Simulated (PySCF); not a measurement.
Method: PySCF energies (xtb for GFN2) plus ideal-gas RRHO corrections (1 bar). 'Table' is the NASA 1993 thermochemical table (part measured, part estimated). S°(298 K) at PBE0/def2-TZVP differs from the NASA 1993 table for C₄H₈ (1-butene) (-15 J/mol/K); whether the harmonic model or the table's entry is off was not settled. All species are closed-shell singlets. The harmonic model lacks anharmonicity and excited electronic states, which grow with temperature; levels with a mode under 35 cm⁻¹ are left out. Internal rotation in C₄H₈ (1-butene) is treated as a harmonic vibration of one conformer, which makes the entropy rough.

Harmonic frequencies at GFN2-xTB (cm⁻¹): 128, 259, 282, 525, 556, 818, 888, 896, 1012, 1023, 1061, 1088, 1138, 1246, 1303, 1347, 1407, 1421, 1471, 1505, 1512, 1725, 2928, 2952, 3032, 3038, 3038, 3041, 3108, 3132. Point group Cs; S°(298 K) = 295.3 J/mol/K at this level.

Q: Work out Cp and S° of gaseous C₄H₈ (1-butene) at 500, 800, 1200, 1600, 2000 K from these, and set them beside the table.

A: 
```tsv
T (K)	Cp GFN2-xTB	Cp table	S° GFN2-xTB	S° table
500	128.5	128.8	349.2	362.5
800	177.2	175.0	421.0	434.0
1200	216.4	211.0	501.0	512.5
1600	238.9	232.8	566.6	576.4
2000	252.2	246.5	621.5	630.0
```
Units J/mol/K.
